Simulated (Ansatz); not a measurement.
**triplet BNH6 at 6 levels**

Aim: a comparison of 6 runs (UHF/STO-3G, UBHLYP/STO-3G, UHSE06/STO-3G, RPA@PBE/STO-3G, UCCSDT(Q)/STO-3G, UCCSDTQ/STO-3G) of triplet BNH6. 

The calculation is run with Ansatz 0.2.0.

57 further runs of the same task are left out: 57 set aside as unsound or not needed.

## (1) The structure to begin with

BNH6: 8 atoms, total charge 0, spin state triplet. SMILES of the parent species: `[H]B([H])([H])<-N`. The coordinates come from a GFN2-xTB relaxation. That shape belongs to the parent species and isn't relaxed for this state.

Bond lengths: B1–N2 1.659 Å, N2–H3 1.013 Å, N2–H4 1.013 Å, N2–H5 1.013 Å, B1–H6 1.191 Å, B1–H7 1.191 Å, B1–H8 1.190 Å. Some angles: B1–N2–H3 108.6°, B1–N2–H4 108.6°, B1–N2–H5 108.6°, N2–B1–H6 105.5°, N2–B1–H7 105.6°, N2–B1–H8 105.6°, H3–N2–H4 110.3°, H3–N2–H5 110.4°, H4–N2–H5 110.3°, H6–B1–H7 113.1°.

## (2) The energy at UHF/STO-3G (run 1)

Contents of molecule.yaml:

```yaml
crystal:
  periodic: [false, false, false]
  atoms:
    - {symbol: B, position_ang: [-0.002200, 0.002970, -0.830690]}
    - {symbol: "N", position_ang: [0.002130, -0.003040, 0.827960]}
    - {symbol: H, position_ang: [-0.956060, 0.034440, 1.153510]}
    - {symbol: H, position_ang: [0.515830, 0.807160, 1.152720]}
    - {symbol: H, position_ang: [0.449590, -0.854150, 1.146140]}
    - {symbol: H, position_ang: [1.143350, -0.032090, -1.152840]}
    - {symbol: H, position_ang: [-0.545010, 1.015160, -1.144860]}
    - {symbol: H, position_ang: [-0.607620, -0.970450, -1.151930]}
basis:
  gaussian: {orbitals: STO-3G}
magnetization: {spin_polarized: true, initial_magnetization: 2}
accuracy: high
hamiltonian: {xc: hf}
```

On the command line:

```console
ansatz run molecule.yaml --threads 1 --pin off --max-ram 2610MiB --events-out events.jsonl --progress --plain --runs-dir runs
```

What it wrote:

```text
Warning: RAYON_NUM_THREADS=1 ignored (pool sized by the plan → 1); use --threads N
Functional definition: HF
  name "HF"
  exchange = exact_x
  correlation = 0
276 factors; integrals over basis functions are off by at most 1.2e-8 eV
mean field evaluation 1: about -2204.5617 eV, gradient 9.4e0 eV
mean field evaluation 2: about -2204.7574 eV, gradient 9.3e0 eV
mean field evaluation 4: about -2205.9779 eV, gradient 2.1e0 eV
mean field evaluation 8: about -2206.3064 eV, gradient 1.7e-1 eV
mean field evaluation 16: about -2206.3221 eV, gradient 2.4e-1 eV
mean field evaluation 32: about -2206.2829 eV, gradient 7.4e-1 eV
mean field evaluation 64: about -2206.3169 eV, gradient 3.8e-1 eV
mean field evaluation 96: about -2206.3371 eV, gradient 2.7e-3 eV
mean field -2206.33033193 eV, -81.0811441939 hartree, gradient 1.9e-8 eV, S^2 2.006473; 3 other end points of the search recorded, 0 dependent functions left out
reference -2206.33033193 eV, -81.0811441939 hartree; 10, 8 occupied and 6, 8 virtual orbitals, 276 factors
Total energy: -2206.33033193 eV, -81.0811441939 hartree
```

It took 0.18 s on 1 thread of Arm Neoverse V1, shared host.

## (3) The energy at UBHLYP/STO-3G (run 2)

Contents of run.yaml:

```yaml
crystal:
  periodic: [false, false, false]
  atoms:
    - symbol: B
      position_ang: [-0.002200, 0.002970, -0.830690]
    - symbol: "N"
      position_ang: [0.002130, -0.003040, 0.827960]
    - symbol: H
      position_ang: [-0.956060, 0.034440, 1.153510]
    - symbol: H
      position_ang: [0.515830, 0.807160, 1.152720]
    - symbol: H
      position_ang: [0.449590, -0.854150, 1.146140]
    - symbol: H
      position_ang: [1.143350, -0.032090, -1.152840]
    - symbol: H
      position_ang: [-0.545010, 1.015160, -1.144860]
    - symbol: H
      position_ang: [-0.607620, -0.970450, -1.151930]
basis:
  gaussian: {orbitals: STO-3G}
hamiltonian: {xc: {name: BHLYP}}
magnetization: {spin_polarized: true, initial_magnetization: 2}
accuracy: high
```

On the command line:

```console
ansatz run run.yaml --threads 1 --pin off --max-ram 2610MiB --events-out events.jsonl --progress --plain --runs-dir runs
```

What it wrote:

```text
Warning: RAYON_NUM_THREADS=1 ignored (pool sized by the plan → 1); use --threads N
Functional definition: BHLYP
  name "BHLYP"
  parameter a = 0.5
  exchange = (1 - a)*b88_x + a*exact_x
  correlation = lyp_c
276 factors; integrals over basis functions are off by at most 1.2e-8 eV
mean field evaluation 1: about -2220.3351 eV, gradient 8.1e0 eV
mean field evaluation 2: about -2220.8952 eV, gradient 2.3e0 eV
mean field evaluation 4: about -2220.9743 eV, gradient 3.9e-1 eV
mean field evaluation 8: about -2221.0503 eV, gradient 7.1e-2 eV
mean field evaluation 16: about -2221.0639 eV, gradient 8.1e-2 eV
mean field evaluation 32: about -2221.0594 eV, gradient 3.2e-1 eV
mean field -2221.06359410 eV, -81.6225815921 hartree, gradient 3.2e-8 eV, S^2 2.004754; 4 other end points of the search recorded, 0 dependent functions left out
reference -2221.06361304 eV, -81.6225822881 hartree; 10, 8 occupied and 6, 8 virtual orbitals, 276 factors
Total energy: -2221.06361304 eV, -81.6225822881 hartree
```

Wall time 7.5 s (1 thread of Arm Neoverse V1, shared host); peak memory 0.13 GiB.

Runs 3 to 4 aren't shown in full; the table further down has their settings and results.

## (4) A single-point energy at UCCSDT(Q)/STO-3G (run 5)

Contents of in.yaml:

```yaml
crystal:
  periodic: [false, false, false]
  atoms:
    - {symbol: B, position_ang: [-0.002200, 0.002970, -0.830690]}
    - {symbol: N, position_ang: [0.002130, -0.003040, 0.827960]}
    - {symbol: H, position_ang: [-0.956060, 0.034440, 1.153510]}
    - {symbol: H, position_ang: [0.515830, 0.807160, 1.152720]}
    - {symbol: H, position_ang: [0.449590, -0.854150, 1.146140]}
    - {symbol: H, position_ang: [1.143350, -0.032090, -1.152840]}
    - {symbol: H, position_ang: [-0.545010, 1.015160, -1.144860]}
    - {symbol: H, position_ang: [-0.607620, -0.970450, -1.151930]}
basis:
  gaussian:
    orbitals: STO-3G
magnetization:
  spin_polarized: true
  initial_magnetization: 2
correlation:
  method: ccsdt_q
  frozen_orbitals: {B: 1, H: 0, "N": 1}
accuracy: high
scf:
  omitted_lower_state_checks: [cluster_reference, increment]
```

On the command line:

```console
ansatz run in.yaml --threads 1 --pin off --max-ram 2610MiB --events-out events.jsonl --progress --plain --runs-dir runs
```

What it wrote:

```text
Warning: RAYON_NUM_THREADS=1 ignored (pool sized by the plan → 1); use --threads N
[... 14 lines left out ...]
2 core orbitals not correlated: weight in the atoms' cores, before any rotation towards them, 1.000 or more for the frozen orbitals, at most 0.000 for the correlated occupied ones
[... 82 lines left out ...]
Total energy: -2209.76550651 eV, -81.2073845313 hartree
Checks for a lower state left out: cluster_reference, increment
```

Wall time 2.7 s (1 thread of Arm Neoverse V1, shared host); peak memory 0.1 GiB.

## (5) The energy at UCCSDTQ/STO-3G (run 6)

Contents of molecule.yaml:

```yaml
crystal:
  periodic: [false, false, false]
  atoms:
    - symbol: B
      position_ang: [-0.002200, 0.002970, -0.830690]
    - symbol: N
      position_ang: [0.002130, -0.003040, 0.827960]
    - symbol: H
      position_ang: [-0.956060, 0.034440, 1.153510]
    - symbol: H
      position_ang: [0.515830, 0.807160, 1.152720]
    - symbol: H
      position_ang: [0.449590, -0.854150, 1.146140]
    - symbol: H
      position_ang: [1.143350, -0.032090, -1.152840]
    - symbol: H
      position_ang: [-0.545010, 1.015160, -1.144860]
    - symbol: H
      position_ang: [-0.607620, -0.970450, -1.151930]
basis:
  gaussian:
    orbitals: STO-3G
magnetization:
  spin_polarized: true
  initial_magnetization: 2
correlation:
  method: ccsdtq
  frozen_orbitals: {B: 1, H: 0, "N": 1}
accuracy: high
scf:
  omitted_lower_state_checks: [cluster_reference, increment]
```

On the command line:

```console
ansatz run molecule.yaml --threads 1 --pin off --max-ram 2610MiB --events-out events.jsonl --progress --plain --runs-dir runs
```

What it wrote:

```text
Warning: RAYON_NUM_THREADS=1 ignored (pool sized by the plan → 1); use --threads N
[... 14 lines left out ...]
2 core orbitals not correlated: weight in the atoms' cores, before any rotation towards them, 1.000 or more for the frozen orbitals, at most 0.000 for the correlated occupied ones
[... 99 lines left out ...]
Total energy: -2209.76585688 eV, -81.2073974074 hartree
Checks for a lower state left out: cluster_reference, increment
```

Wall time 2.2 min (1 thread of Arm Neoverse V1, shared host); peak memory 0.35 GiB.

## (6) The series

```tsv
run	level	frozen core orbitals	energy (Eh)	⟨S²⟩	wall time
1	UHF/STO-3G	–	-81.081144	2.006	0.18 s
2	UBHLYP/STO-3G	–	-81.622582	2.005	7.5 s
3	UHSE06/STO-3G	–	-81.582528	2.003	9 s
4	RPA@PBE/STO-3G	2	-81.328988	2.001	8.4 s
5	UCCSDT(Q)/STO-3G	2	-81.207385	2.006	2.7 s
6	UCCSDTQ/STO-3G	2	-81.207397	2.006	2.2 min
```

## (7) Summary of results

| quantity | value |
| --- | --- |
| run 6: total energy | -81.20740 Eh |
| run 6: correlation energy (2 core orbitals frozen) | -126.3 mEh |
| run 6: ⟨S²⟩ of the reference determinant | 2.006 |
| run 6: T1 diagnostic | 0.042 |

What this shows: Below the UHF energy at the same shape and in the same basis (STO-3G): UCCSDT(Q) -126.2 mEh; UCCSDTQ -126.3 mEh. Totals of different functionals can't be ranked against each other. In runs 1, 2, 3, 4, 5, 6 the basis is minimal, so the values are rough. All runs together took 2.7 min, the longest 2.2 min.
